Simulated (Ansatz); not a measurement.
# Si2H2+ (doublet): from Hartree-Fock to the top rungs, cc-pVTZ

An exercise on one series of results from a longer session: the logs are not shown, and one member is left open.

Method: cc-pVTZ, core rule «outside noble gas», up to 10 orbitals frozen; program: Ansatz 0.2.0, Gaussian basis.

Plan: UHF; CCSD(T) on ROHF; CCSD(T) on UHF; BCCD(T) on ROHF; CCSDT(Q) on ROHF; CCSDT(Q) on UHF; CASSCF and MRCISD+Q, 9 electrons in 10 orbitals; CASSCF and NEVPT2, 9 electrons in 10 orbitals.

4 further runs of the same task are left out: 4 set aside as unsound or not needed.

## The geometry

The geometry is a PBE0/def2-TZVP stationary point (not a proven minimum) of the parent state, kept for this charge and spin.

4 atoms, charge 1, spin multiplicity 2.

Atoms are counted from 1 here; the program's logs count them from 0.

Bond lengths: Si1–Si2 2.101 Å, Si1–H3 1.493 Å, Si1–H4 1.638 Å, Si2–H4 1.718 Å. Angles: Si2–Si1–H3 160.7°, Si2–Si1–H4 53.0°, H3–Si1–H4 107.8°, Si1–Si2–H4 49.5°, Si1–H4–Si2 77.5°.

The first run:

File in.yaml:

```yaml
crystal:
  periodic: [false, false, false]
  atoms:
    - {symbol: Si, position_ang: [0.000000, 0.064094, 1.005387]}
    - {symbol: Si, position_ang: [0.000000, -0.004642, -1.094839]}
    - {symbol: H, position_ang: [0.000000, -0.381837, 2.430212]}
    - {symbol: H, position_ang: [0.000000, -1.274751, 0.062301]}
basis:
  gaussian: {orbitals: cc-pVTZ}
total_charge: 1
magnetization: {spin_polarized: true, initial_magnetization: 1}
hamiltonian: {xc: hf}
output: {orbitals: {seedname: orbitals}}
```

The run is started by

```bash
$ ansatz run in.yaml --threads 1 --pin off --events-out ev --progress --plain --max-ram 4096MiB --backend cpu
```

Among the steps run: UHF; CCSD(T) on ROHF; CCSD(T) on UHF; BCCD(T) on ROHF; CCSDT(Q) on ROHF; CCSDT(Q) on UHF; CASSCF and MRCISD+Q, 9 electrons in 10 orbitals; CASSCF and NEVPT2, 9 electrons in 10 orbitals.

One table of the session follows, with a row left open; its other results are not shown here.

| method | from UCCSDT(Q) (kJ/mol) |
| --- | --- |
| ROHF | +620.0 |
| UHF | +610.7 |
| RMP2 | +122.9 |
| UMP2 | +125.4 |
| RCCSD | +35.3 |
| UCCSD | +34.9 |
| RCCSD(T) | +6.2 |
| UCCSD(T) | ? |
| BCCD(T) | +6.2 |
| RCCSDT | +2.0 |
| UCCSDT | +1.9 |
| RCCSDT(Q) | +0.1 |
| UCCSDT(Q) | 0 |
| CASSCF valence | +386.9 |
| NEVPT2 valence | +92.6 |
| MRCISD valence | +30.9 |
| MRCISD+Q valence | +3.1 |

Q: Estimate the row for UCCSD(T) from the others.

As computed: from UCCSDT(Q) (kJ/mol): +6.3. In the column «from UCCSDT(Q) (kJ/mol)» it lies between BCCD(T) (+6.2) and MRCISD valence (+30.9).

Among the levels timed on like hardware and quicker than the yardstick, those that no quicker one beats, quickest first: BCCD(T) (7.5 s, +6.2 kJ/mol); MRCISD+Q valence (11 s, +3.1 kJ/mol).

Limits of these values: Of the multireference levels listed MRCISD+Q valence comes nearest in total energy (+3.1 kJ/mol), which doesn't show that its space is the better one. Restricted and unrestricted rows rest on different reference determinants; where their highest levels disagree by more than a few hundredths of an eV, they describe different states and don't form one ladder.
